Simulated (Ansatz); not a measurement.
A nudged elastic band was laid between two geometries of CH$_{4}$FSi (7 atoms, charge 0, multiplicity 2).

Computed with UKS PBE-D4/STO-3G in Ansatz.

- movable images: 5
- climbing image: yes
- spring: 5.0 eV/Å²
- optimiser: quadratic models (default)
- start path: through a guess of the saddle point
- force threshold: 0.03 eV/Å
- iteration limit: 60
- end points: relaxed

First end point:

```xyz
7
Properties=species:S:1:pos:R:3
C -0.641 0.388 -0.302
Si 0.963 -0.628 -0.162
F 0.652 -1.836 0.947
H -1.465 -0.191 -0.752
H -0.474 1.277 -0.934
H -0.982 0.743 0.688
H 1.946 0.249 0.517
```

Last end point:

```xyz
7
Properties=species:S:1:pos:R:3
C -0.689 0.343 -0.246
Si 0.715 -0.915 0.025
F 0.973 -0.973 1.673
H -0.836 0.520 -1.325
H -0.456 1.316 0.222
H -1.649 -0.007 0.168
H 1.942 -0.284 -0.517
```

Problem. Which bonds break or form, and what moves?

Solution. No bond is made or broken. The dihedral H6–C1–Si2–F3 goes from 54 to -67°. The two ends are copies of one structure, up to a mirror image or an exchange of like atoms.

Problem. Give the energies along the band, and the barrier.

Solution. The run converged. The highest image is number 3 of 0 to 6, 0.023 eV above the ends, which have the same energy within 2 meV. A vibrational analysis at the climbing image gives one clearly imaginary mode, 98i cm⁻¹: a first-order saddle point. Limits of this set-up: minimal basis.

```tsv
image	path coordinate (Å)	energy (eV)	dihedral H6–C1–Si2–F3 (°)
0	0.00	0.000	54
1	0.45	0.006	34
2	0.91	0.018	14
3	1.36	0.023	-6
4	1.82	0.018	-26
5	2.28	0.006	-46
6	2.74	0.000	-67
```

Problem. What is the geometry of the highest image?

Solution. 
```xyz
7
Properties=species:S:1:pos:R:3
C -0.668 0.351 -0.297
Si 0.846 -0.795 -0.095
F 0.740 -1.413 1.452
H -1.272 0.093 -1.184
H -0.355 1.403 -0.403
H -1.332 0.281 0.582
H 2.041 0.080 -0.055
```

The band took 5 iterations and roughly 40 core-seconds.

The run took 38 s on 1 thread of Arm Neoverse V1, with other jobs on the host, peak memory 0.096 GiB.
